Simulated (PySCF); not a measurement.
One of the candidates below gave these computed data.

All candidates are C4H4O.

| technique | computed result |
| --- | --- |
| Triplet | lowest triplet excitation (Tamm–Dancoff): 4.04 eV [TDA PBE0/def2-SVPD] |
| Dipole | 0.63 D [PBE0/def2-SVPD] |
| Polarisability | 46.2 au [PBE0/def2-SVPD] |
| UV, first state | lowest singlet excitation: 6.34 eV (196 nm, f = 0.176) [TDDFT PBE0/def2-SVPD] |
| XPS | C1s 290.5 (×2), C1s 291.6 (×2), O1s 540.2 eV [ΔSCF SCAN, pcX-2 on the ionised atom, pcseg-1 elsewhere, spin-free X2C] |
| Rotational structure | rotational constants A, B, C: 9.699, 9.357, 4.763 GHz [GFN2-xTB] |

Electronic properties: PySCF, gas phase, density fitting. Levels stand in brackets. Geometry: GFN2-xTB; no solvent, vibrations or thermal averaging.

**Question.** Which candidate is it?
A. `CC#CC=O`
B. `c1ccoc1`
C. `C=C=CC=O`
D. `C#CC(C)=O`

**Answer.** B. It is `c1ccoc1`. Numbering: `[cH:1]1[cH:2][cH:3][o:4][cH:5]1`. Its formula, C4H4O, gives 3 degrees of unsaturation: 1 ring and 2 π bonds in the structure found (Kekulé form). The core levels belong to: C1s 290.5 eV, aromatic CH carbon [C1/C2]; C1s 291.6 eV, aromatic CH next to a ring oxygen [C3/C5]; O1s 540.2 eV, furan-type oxygen [O4]. The optimised geometry has point group C2v and is an asymmetric top.

The others, at the same levels:
- `C#CC(C)=O` fails: its computed lowest singlet excitation is 3.96 eV (313 nm, f = 0.000) (against 6.34 eV), lowest triplet excitation (Tamm–Dancoff) is 3.37 eV (against 4.04 eV) and static isotropic polarisability is 49.4 au (against 46.2 au).
- `CC#CC=O` fails: its computed lowest singlet excitation is 3.82 eV (324 nm, f = 0.000) (against 6.34 eV), lowest triplet excitation (Tamm–Dancoff) is 3.20 eV (against 4.04 eV) and static isotropic polarisability is 52.8 au (against 46.2 au).
- `C=C=CC=O` fails: its computed lowest singlet excitation is 3.62 eV (342 nm, f = 0.000) (against 6.34 eV), lowest triplet excitation (Tamm–Dancoff) is 3.11 eV (against 4.04 eV) and static isotropic polarisability is 54.5 au (against 46.2 au).

Each candidate is one conformer, not necessarily the lowest. The conformers computed, where there is a choice (atom-mapped SMILES and torsion angles):
- `[CH2:1]=[C:2]=[CH:3][CH:4]=[O:5]`: C2–C3–C4–O5 0°
